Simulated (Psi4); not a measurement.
# SiNH5 (SMILES [SiH3]N) at M06-2X/def2-TZVP

Aim: the energy change on altering one bond length of SiNH5 at M06-2X/def2-TZVP, from 2 runs. 

Program for the calculation: Psi4 1.11.

4 further runs of the same task are left out: 3 that didn't finish, 1 set aside as unsound or not needed.

## 1. The system as given

The species is SiNH5 (7 atoms), meant as a singlet with charge 0. SMILES: `[SiH3]N`. Geometry: relaxed at PBE0-D4/def2-TZVP.

Bond lengths: Si1–N2 1.720 Å, Si1–H3 1.486 Å, Si1–H4 1.486 Å, Si1–H5 1.494 Å, N2–H6 1.007 Å, N2–H7 1.007 Å. Angles: Si1–N2–H6 119.6°, Si1–N2–H7 119.6°, N2–Si1–H3 107.9°, N2–Si1–H4 107.9°, N2–Si1–H5 116.0°, H6–N2–H7 110.7°, H3–Si1–H4 110.5°, H3–Si1–H5 107.3°, H4–Si1–H5 107.3°.

## 2. Energy and gradient at M06-2X/def2-TZVP

The input, h5nsi.xyz:

```xyz
7
H5NSi
Si    -0.413010    -0.292700    -0.422350
N      0.611760     0.348670     0.801280
H     -0.018320    -1.706330    -0.653330
H     -1.813170    -0.217090     0.068940
H     -0.367930     0.402730    -1.743970
H      0.391580     1.238230     1.219480
H      1.609100     0.226510     0.729930
```

The input, job.py:

```python
import psi4

psi4.set_memory('2200 MB')
psi4.set_num_threads(1)
psi4.set_output_file('output.dat', False)

with open('h5nsi.xyz') as f:
    atoms = ''.join(f.readlines()[2:])
mol = psi4.geometry('0 1\n' + atoms + 'symmetry c1')

psi4.set_options({
    'puream': True,
    'e_convergence': 1e-09,
    'd_convergence': 1e-08,
    'scf_type': 'pk',
    'dft_radial_points': 99,
    'dft_spherical_points': 590,
})

energy_value, wavefunction = psi4.gradient('m06-2x/def2-TZVP', return_wfn=True)
psi4.oeprop(wavefunction, 'MULLIKEN_CHARGES', 'WIBERG_LOWDIN_INDICES', 'QUADRUPOLE')
print('gradient / Eh bohr^-1')
print(energy_value.np.round(6))
print(f'energy = {wavefunction.energy():.10f} Eh')
```

Run with:

```bash
$ python job.py
```

output.dat:

```text
[...]
  Running in c1 symmetry.
[...]
  Nuclear repulsion =   64.839844758789525
[...]
  Multiplicity = 1
[...]
  Nalpha       = 13
  Nbeta        = 13
[...]
    Number of basis functions: 98
[...]
   @RKS iter   1:  -347.05700527432731   -3.12129e-01   7.10952e-03 DIIS/ADIIS
[...]
   @RKS iter  10:  -347.24664852472569   -1.30740e-11   5.53284e-09 DIIS
[...]
  @RKS Final Energy:  -347.24664852472569
   => Energetics <=
    Nuclear Repulsion Energy =             64.8398447587895248
    One-Electron Energy =                -607.5707538305840671
    Two-Electron Energy =                 209.6321772341379130
    DFT Exchange-Correlation Energy =     -14.1479166870691646
    Empirical Dispersion Energy =           0.0000000000000000
    VV10 Nonlocal Energy =                  0.0000000000000000
    Total Energy =                       -347.2466485247257424
[...]
  -Total Gradient:
     Atom            X                  Y                   Z
    ------   -----------------  -----------------  -----------------
       1        0.002922219988     0.002241069984     0.002613493169
       2        0.000590190105    -0.000022482459     0.001541655623
       3        0.000790995640    -0.003205787185    -0.000579290960
       4       -0.003195161879     0.000098471549     0.001024503295
       5       -0.000269846367     0.001342743725    -0.003434141561
       6       -0.000051082183    -0.000474935791    -0.000660529813
       7       -0.000704166777     0.000067722840    -0.000397213150
[...]
 Multipole Moments:
 ------------------------------------------------------------------------------------
     Multipole            Electronic (a.u.)      Nuclear  (a.u.)        Total (a.u.)
 ------------------------------------------------------------------------------------
 L = 1.  Multiply by 2.5417464519 to convert [e a0] to [Debye]
 Dipole X            :          0.2182214            0.1220526            0.3402740
 Dipole Y            :          0.0930413            0.2767427            0.3697840
 Dipole Z            :          0.3510164           -0.2689404            0.0820760
 Magnitude           :                                                    0.5091788
 L = 2.  Multiply by 1.3450342976 to convert [e a0^2] to [Debye ang]
 Quadrupole XX       :        -54.4195514           39.5061896          -14.9133618
 Quadrupole XY       :        -14.7193218           14.9986427            0.2793209
[...]
  Mulliken Charges: (a.u.)
   Center  Symbol    Alpha    Beta     Spin     Total
       1    SI     6.84402  6.84402  0.00000  0.31196
       2     N     3.84014  3.84014  0.00000 -0.68027
       3     H     0.51874  0.51874  0.00000 -0.03749
       4     H     0.51875  0.51875  0.00000 -0.03750
       5     H     0.52849  0.52849  0.00000 -0.05698
       6     H     0.37493  0.37493  0.00000  0.25013
       7     H     0.37493  0.37493  0.00000  0.25014
   Total alpha = 13.00000, Total beta = 13.00000, Total charge =  0.00000
  Wiberg Bond Indices using Orthogonal Lowdin Orbitals:
[...]
```

The script printed:

```text
gradient / Eh bohr^-1
[[ 2.922e-03  2.241e-03  2.613e-03]
 [ 5.900e-04 -2.200e-05  1.542e-03]
 [ 7.910e-04 -3.206e-03 -5.790e-04]
 [-3.195e-03  9.800e-05  1.025e-03]
 [-2.700e-04  1.343e-03 -3.434e-03]
 [-5.100e-05 -4.750e-04 -6.610e-04]
 [-7.040e-04  6.800e-05 -3.970e-04]]
energy = -347.2466485247 Eh
```

Wall time 1.8 min (1 thread of Intel Xeon at 2.50GHz (Skylake/Cascade Lake), shared host); peak memory 1.2 GiB.

## 3. The distorted shape: the energy at M06-2X/def2-TZVP

The input, job.in:

```
memory 2.2 GB

molecule {
  Si    -0.236860    -1.004374    -0.756922
  N      0.787910    -0.363004     0.466708
  H      0.157830    -2.418004    -0.987902
  H     -1.637020    -0.928764    -0.265632
  H     -0.191780    -0.308944    -2.078542
  H      0.391580     1.238230     1.219480
  H      1.785250    -0.485164     0.395358
  symmetry c1
  no_reorient
  no_com
}

set globals {
  basis def2-TZVP
  reference rks
  puream true
  e_convergence 1e-09
  d_convergence 1e-08
  scf_type pk
  dft_radial_points 99
  dft_spherical_points 590
}

e, wfn = energy("m06-2x", return_wfn=True)
oeprop(wfn, "QUADRUPOLE", "LOWDIN_CHARGES", "MAYER_INDICES")
```

Run with:

```bash
$ psi4 -n 1 job.in job.out
```

job.out:

```text
[...]
  Running in c1 symmetry.
[...]
  Nuclear repulsion =   62.354015031561552
[...]
  Multiplicity = 1
[...]
  Nalpha       = 13
  Nbeta        = 13
[...]
    Number of basis functions: 98
[...]
   @RKS iter   1:  -346.78744486659468   -3.23102e-01   7.82570e-03 ADIIS/DIIS
[...]
   @RKS iter  12:  -347.09676713602460   -3.26281e-11   7.52087e-09 DIIS
[...]
    Orbital Energies [Eh]
    ---------------------
    Doubly Occupied:
       1A    -67.004740     2A    -14.761786     3A     -5.543520
       4A     -3.854345     5A     -3.853989     6A     -3.853553
       7A     -0.912238     8A     -0.604392     9A     -0.491865
      10A     -0.422894    11A     -0.405816    12A     -0.376853
      13A     -0.317277
[...]
  @RKS Final Energy:  -347.09676713602460
   => Energetics <=
    Nuclear Repulsion Energy =             62.3540150315615520
    One-Electron Energy =                -602.6484425408898460
    Two-Electron Energy =                 207.2632042002849175
    DFT Exchange-Correlation Energy =     -14.0655438269811288
    Empirical Dispersion Energy =           0.0000000000000000
    VV10 Nonlocal Energy =                  0.0000000000000000
    Total Energy =                       -347.0967671360245390
[...]
 Multipole Moments:
 ------------------------------------------------------------------------------------
     Multipole            Electronic (a.u.)      Nuclear  (a.u.)        Total (a.u.)
 ------------------------------------------------------------------------------------
 L = 1.  Multiply by 2.5417464519 to convert [e a0] to [Debye]
 Dipole X            :         -4.8143050            5.1120682            0.2977633
 Dipole Y            :         37.2712117          -36.8589380            0.4122737
 Dipole Z            :         17.1848224          -17.0967113            0.0881111
 Magnitude           :                                                    0.5161358
 L = 2.  Multiply by 1.3450342976 to convert [e a0^2] to [Debye ang]
 Quadrupole XX       :        -55.2695015           40.0424543          -15.2270472
 Quadrupole XY       :         -7.9805659            7.6606162           -0.3199497
[...]
```

Run time: 94 s. Hardware: 1 thread of Intel Xeon at 2.50GHz (Skylake/Cascade Lake), shared host; peak memory 1.2 GiB.

## 4. Outcome

Level: M06-2X/def2-TZVP.

```
                                                         quantity          value
                                        first shape: total energy  -347.24665 Eh
                                       first shape: dipole moment         1.29 D
                                         first shape: HOMO energy       -8.80 eV
                                         first shape: LUMO energy        1.04 eV
                                       first shape: HOMO–LUMO gap        9.84 eV
                            first shape: largest force on an atom     0.232 eV/Å
                                    distorted shape: total energy  -347.09677 Eh
                                   distorted shape: dipole moment         1.31 D
                                     distorted shape: HOMO energy       -8.63 eV
                                     distorted shape: LUMO energy       -2.22 eV
                                   distorted shape: HOMO–LUMO gap        6.42 eV
energy change with the N2–H6 bond stretched from 1.007 to 1.813 Å       4.078 eV
```

With the N2–H6 bond stretched from 1.007 to 1.813 Å the energy rises by 4.08 eV (394 kJ/mol). The first shape isn't relaxed at this level, so the change isn't measured from a minimum. A restricted reference can't describe the breaking bond well at this length.
